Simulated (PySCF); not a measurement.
**Which basis set comes closest?**

Molecule: `InChI=1S/C4H8/c1-4-2-3-4/h4H,2-3H2,1H3`.

Structure with atom numbers: `[CH3:1][CH:2]1[CH2:3][CH2:4]1`; H(Xn) means a hydrogen on atom n. Ha(C3), Ha(C4) are cis to C1 on the ring; Hb(C3), Hb(C4) are trans to C1 on the ring.

Geometry PBE0-D3(BJ)/def2-SVP throughout; GIAO in PySCF 2.14, gas phase, one conformer, non-relativistic; equivalent atoms averaged; functional PBE0.

Reference values (measured; solution, not stated per compound (mostly CDCl3 or CCl4); Pretsch, Buehlmann, Badertscher, Structure Determination of Organic Compounds, 4th ed. (2009)): δ(C2) = 4.9 ppm, δ(C3/C4) = 5.6 ppm. Computed shifts are taken against TMS, calculated as an isolated molecule at each level.

Question: How do the basis sets STO-3G, 6-31G, pcSseg-0, 6-31G*, def2-SVP, cc-pVDZ, pcSseg-1, 6-311+G(2d,p), aug-cc-pVDZ, def2-TZVP, IGLO-III, cc-pVTZ, pcSseg-2 perform against the reference? Times are CPU seconds on shared hosts with different chips, so compare them loosely.

Answer: 
```tsv
basis set	functions	C2	C3/C4	mean abs. error C	core-s
STO-3G	28	16.3	15.3	10.6	1.8
6-31G	52	7.2	8.5	2.6	3.4
pcSseg-0	52	5.3	8.9	1.9	5.5
6-31G*	72	7.0	7.7	2.1	4.3
def2-SVP	96	6.0	6.8	1.1	5.8
cc-pVDZ	96	8.9	8.0	3.2	8.4
pcSseg-1	108	6.6	7.2	1.6	5.9
6-311+G(2d,p)	156	7.2	6.7	1.7	12
aug-cc-pVDZ	164	8.2	6.7	2.2	15
def2-TZVP	172	7.3	6.6	1.7	14
IGLO-III	220	7.3	6.8	1.8	31
cc-pVTZ	232	7.6	7.1	2.1	25
pcSseg-2	256	7.6	7.4	2.2	19
```

For 13C the closest is def2-SVP (1.1 ppm) and the furthest STO-3G (10.6 ppm). Where a smaller basis beats a larger one, errors probably cancel; the largest sets show where the functional converges. One molecule is a small sample, and vibrational and solvent effects are absent from the calculation.

A small basis that lands close on one nucleus may do so by chance; judge by the trend and by all nuclei.
